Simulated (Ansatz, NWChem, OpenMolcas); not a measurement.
# Strength of the C–H bond: CH5N → CH4N + H

Species: CH5N (methylamine) `CN`, singlet; CH4N `[CH2]N`, doublet; H atom, doublet. 

Shapes, held fixed at every level: PBE0-D4/def2-TZVP. Flexible molecules stand in one conformer, not always the lowest. Programs: Ansatz 0.2.0, NWChem 7.3.0, OpenMolcas 26.06. A level may come from different programs for different species; with the same settings they agree closely. The zero-point and thermal change to 298 K, harmonic and unscaled (PBE0-D4/def2-TZVP), is -30.3 kJ/mol.

```
               level                   kind  ΔH(298 K) (kJ/mol)  less CCSD(T)/CBS estimate
         HF/def2-SVP           Hartree–Fock              +292.7                      -98.6
       PBE0/def2-SVP          global hybrid              +366.7                      -24.6
      PBE0/def2-TZVP          global hybrid              +368.2                      -23.1
 B3LYP-D4/def2-TZVPP          global hybrid              +375.7                      -15.6
 BHLYP-D4/def2-TZVPP          global hybrid              +374.6                      -16.7
  PBE0-D4/def2-TZVPP          global hybrid              +369.8                      -21.5
     CCSD/def2-TZVPP  coupled cluster or CI              +383.4                       -7.9
CCSD(T)/CBS estimate  coupled cluster or CI              +391.3                        0.0
```

The highest level, CCSD(T)/CBS estimate, gives ΔH(298 K) = +391.3 kJ/mol; the levels span +292.7 to +391.3. The column of differences is taken from that level and isn't an error. Hartree–Fock misses the correlation of the pair that is broken and comes out low. No measured value is set beside it here. Open shells run unrestricted unless RO is named. The CBS estimate extrapolates MP2 from def2-TZVPP and def2-QZVPP and adds CCSD(T) − MP2 in the triple-zeta set, cores frozen.
